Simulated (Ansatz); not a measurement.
C2H8N2 (ethylenediamine): from total energies to a heat of formation

The species is C2H8N2 (12 atoms), meant as a singlet with charge 0. As SMILES, `NCCN`. The shape is that of a PBE0-D4/def2-TZVP optimisation. This is one conformer, not always the lowest.

Total energies at B2PLYP/6-31G* (spherical functions), 4 core orbitals frozen (Ansatz 0.2.0); the atoms run unrestricted:

```
species    state  energy (Eh)
 C2H8N2  singlet  -190.273954
      N  quartet   -54.542399
      C  triplet   -37.808708
      H  doublet    -0.496918
```

Harmonic wavenumbers at B3LYP/6-31G*, in cm⁻¹: 140, 221, 320, 371, 501, 829, 843, 867, 925, 1016, 1074, 1119, 1197, 1222, 1358, 1402, 1407, 1438, 1507, 1529, 1689, 1699, 2932, 3046, 3068, 3099, 3455, 3469, 3548, 3552.

Measured heats of formation of the gaseous atoms at 298.15 K, in kJ/mol: N 472.4, C 716.9, H 218.0. Take 1 Eh = 2625.50 kJ/mol, 1 cm⁻¹ = 0.0119627 kJ/mol, RT = 2.479 kJ/mol.

Problem. Work out the heat of formation of the gas at 298 K.

Solution. 
1. Electronic atomisation energy: 2 × (-54.542399) + 2 × (-37.808708) + 8 × (-0.496918) − (-190.273954) = 1.596396 Eh = 4191.3 kJ/mol.
2. Zero-point energy: half the sum of the wavenumbers, 24421.5 cm⁻¹ = 292.1 kJ/mol.
3. Thermal vibrational enthalpy, Σ hcν̃/(exp(hcν̃/kT) − 1): 6.7 kJ/mol. Translation, rotation and pV of a non-linear molecule: 4 RT = 9.9 kJ/mol.
4. The 12 free atoms carry 5/2 RT each: 74.4 kJ/mol.
5. Atomisation enthalpy at 298 K: 4191.3 − 292.1 − 6.7 − 9.9 + 74.4 = 3957.0 kJ/mol.
6. Sum of the atoms' heats of formation: 4122.6 kJ/mol. Heat of formation: 4122.6 − 3957.0 = +165.6 kJ/mol.

The tabulated value is -18.0 kJ/mol (CRC Handbook of Chemistry and Physics), so this level is off by +183.6 kJ/mol, or 4.4 % of the atomisation enthalpy that the table implies (4140.6 kJ/mol). A double-zeta basis underbinds. Anharmonicity and any spin-orbit splitting of the molecule are left out, and cores are frozen in the wave-function part.
